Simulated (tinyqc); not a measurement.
Worked calculation: RHF in the sto-3g basis, for HF, spin multiplicity 1. One step of it, computed by the program tinyqc.

Question. Iteration 4: DIIS coefficients. Solve [B -1; -1 0][c; lambda] = [0; -1] for the coefficients, which sum to one.

B (overlaps of the stored error matrices):
$$\begin{pmatrix}
4.4456560e-02 & 3.9893043e-03 \\
3.9893043e-03 & 3.6134846e-04
\end{pmatrix}$$

Give: DIIS coefficients.

Answer.

DIIS coefficients: [-0.0985, 1.0985]
